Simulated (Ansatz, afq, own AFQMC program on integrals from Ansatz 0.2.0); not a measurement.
BGeH3, singlet: AFQMC among the cluster methods

```xyz
5

Ge   -0.0323   -0.0046    0.2533
B     0.1300   -0.0046   -1.6273
H     0.4108    1.2723    0.9710
H     0.4108   -1.2816    0.9710
H     0.1146    0.3937   -2.7413
```

Connectivity, by distances: GeH2–BH.

Basis cc-pVDZ. Only valence electrons are correlated. Integrals, coupled cluster, full CI and functionals: Ansatz 0.2.0; the random walks run on the same integrals in our own AFQMC program. ph-AFQMC/CISD is guided by a CISD state made of CCSD amplitudes; releasing the constraint for a short imaginary time cuts its bias at the price of noise, slowly where states lie close. Error bars are statistical, one sigma. No spin–orbit coupling.

Determinant: RHF, the one that the program's search chose, which needn't be the lowest solution. The geometry is a point of a scan.

No full CI on the walks' own integrals is used here; CCSDT(Q) serves as the reference and is uncertain by about the last step of the cluster series.

Cautions: no relativity below Rb; no spin-orbit coupling; inner d shell frozen; higher spins were not checked; restricted determinant unstable towards unrestricted (UHF 202 meV lower, ⟨S²⟩ 0.56).

```
T1 diagnostic                               : 0.0194
weight of the determinant in the CISD state : 0.856
size of the correlated space                : 10 electrons in 41 orbitals
```

| level | correlation energy (eV) |
| --- | --- |
| MP2 | -4.6401 |
| CCSD | -5.6806 |
| CCSD(T) | -5.8971 |

Q: Estimate where phaseless AFQMC with the Hartree–Fock trial lies against CCSD(T) on the same integrals.

A: 177.3 ± 83.1 meV below CCSD(T).

Reference: CCSDT(Q), correlation energy -5.948 eV. The released energy is read at 2.40 1/Eh (meV from the phaseless value at times in 1/Eh: -39 ± 21 at 0.24, -37 ± 17 at 0.51, -58 ± 16 at 0.99, -24 ± 14 at 1.62, -38 ± 19 at 2.40).

```tsv
level	E − E(reference) (meV)	share of correlation (%)
CCSD(T)	50.8	99.15
CCSDT	13.7	99.77
ph-AFQMC/HF	-126.4 ± 83.1	102.13
ph-AFQMC/CISD	49.4 ± 13.6	99.17
released AFQMC	11.7 ± 18.8	99.80
```

Released energies are given only where the last usable release times agree within the noise; a slower fall can still hide under it.
